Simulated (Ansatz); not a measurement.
System (SMILES): [CH]=C=O, doublet.
Atoms: C1, C2, H3, O4. Bonds: C1-C2, C1-H3, C2-O4.

Basis-set convergence of the optimised C1-C2 bond length at MP2 with Ansatz (a quantum-chemistry and plane-wave program). The reference of a correlated method is not its basis-set limit, which lies further on. All functions are spherical. Cores are frozen. Core-valence sets carry the plain set on hydrogen. Open shells are unrestricted. No added dispersion term, no relativity. Reference: the value in def2-QZVPP, 1.3143 Å, itself unsure by roughly 0.0002 Å (its distance from cc-pVQZ). Deviations are taken from unrounded values.

```json
[
 {"basis": "cc-pVDZ", "functions": "47"},
 {"basis": "def2-SVP", "functions": "47"},
 {"basis": "def2-TZVP", "functions": "99"},
 {"basis": "cc-pVTZ", "functions": "104"},
 {"basis": "def2-TZVPP", "functions": "107"},
 {"basis": "cc-pCVTZ", "functions": "143"},
 {"basis": "cc-pVQZ", "functions": "195"},
 {"basis": "def2-QZVPP", "functions": "201"}
]
```

**Question.** Which is the smallest set listed that can be trusted to 0.005 Å here, that is, within that of the reference together with its larger relatives (same family, alike in diffuse functions; a set with none to test it counts only in the reference's own line)?

**Answer.** The smallest set listed that lies within 0.005 Å of the reference with all its larger relatives (same family, alike in diffuse functions; a set with none counts only in the reference's own line) is def2-TZVP (99 functions, 0.0021 Å off). Inside, with no larger relative to test it: cc-pCVTZ. Value minus reference: cc-pVDZ 0.0259, def2-SVP 0.0092, def2-TZVP 0.0021, cc-pVTZ 0.0036, def2-TZVPP 0.0034, cc-pCVTZ 0.0031, cc-pVQZ -0.0002, def2-QZVPP 0.0000 Å.
